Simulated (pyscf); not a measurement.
Single points on ωB97X-D3(BJ)/def2-SVP structures (PySCF, gas phase). Correlated levels are frozen-core, on RHF or UHF. ΔMP2 is the change of the MP2 total energy from the triple- to the quadruple-zeta basis.

Problem. What is the homolytic dissociation enthalpy (298 K, CCSD(T)/def2-TZVPP + ΔMP2(QZVPP)) of the C–H bond of `[CH3][SiH]` [singlet], to [H₂C=SiH]• + H•?

Solution. C–H to [H₂C=SiH]• + H•: 87.8 kcal/mol. The radicals are drawn with the spin at the cut bond; how far it spreads was not checked. Other isomers of H₃C–SiH: [singlet], [H₂C=SiH]• were not searched in full and may lie lower. The CCSD(T) − MP2 part came from Ansatz, without density fitting, on the same reference. An open-shell T1 diagnostic exceeds 0.045. A UHF reference is spin-contaminated (<S²> up to 1.18), which harms MP2 most.
